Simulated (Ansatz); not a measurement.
A barrier at the coupled-cluster level

Start structure (MgH3ClO, singlet), relaxed at PBE0-D4/def2-TZVP:

```xyz
6
angstrom
Mg -0.6369 0.0941 -0.8872
H -1.3621 1.5631 -1.3485
Cl -0.1825 -2.0884 -1.1027
H 0.7678 0.8702 1.4668
O 0.5119 0.2068 0.8226
H 0.9018 -0.6458 1.0490
```

The step: MgHCl ([MgH][Cl]) + H₂O → MgHClO ([OH][Mg][Cl]) + H₂; bonds formed: H2–H4; dative contacts that become bonds: Mg1–O5; bonds broken: Mg1–H2, H4–O5. Ansatz 0.2.0; basis: def2-TZVPP and def2-QZVPP; cores frozen in the correlated methods. The outer core shell of Li, Na, Mg and K is correlated. The def2 sets are not built for correlating such inner shells, so the correlated values are less sure here. Extrapolation: Hartree–Fock as exp(−7.88 √X), correlation as X^−2.97. Energies below are by CCSD(T) at an estimated basis limit (MP2 extrapolated from triple and quadruple zeta, plus CCSD(T) − MP2 in triple zeta).

Question: What are the electronic barrier and the energy of the step, from the start structure to the end structure? (Judge from chemistry; the value comes from the calculation.)

Answer: Computed: Barrier 12.93 kcal/mol; step energy -5.99 kcal/mol (downhill); reverse barrier, their difference, 18.91 kcal/mol. Barrier and step energy count from the start structure, the reverse barrier from the end structure.

The saddle point: One imaginary mode of 1098i cm⁻¹.
```json
{"pair": "Mg1–O5", "start (Å)": "2.06", "saddle (Å)": "1.90", "end (Å)": "1.78"}
{"pair": "H2–H4", "start (Å)": "3.60", "saddle (Å)": "1.07", "end (Å)": "0.76"}
{"pair": "Mg1–H2", "start (Å)": "1.70", "saddle (Å)": "1.88", "end (Å)": "2.25"}
{"pair": "H4–O5", "start (Å)": "0.96", "saddle (Å)": "1.20", "end (Å)": "2.45"}
```

Zero-point energy (harmonic, PBE0-D4): ZPE is 19.32 kcal/mol at the start and 16.77 kcal/mol at the saddle, so the barrier goes from 12.93 to 10.37 kcal/mol.

The T1 diagnostic stays at or below 0.011.

Labels in which every atom is bracketed show which atoms are joined, not bond orders.

For scale, one of the runs: CCSD(T)/def2-TZVPP, 147 basis functions, launched by `ansatz run in.yaml --threads 2 --pin off --events-out ev --progress --plain --max-ram 4352MiB`. Hardware: 2 CPU threads of an AMD EPYC 7R43, shared host. Wall time 31 s; peak host memory 1 GiB.
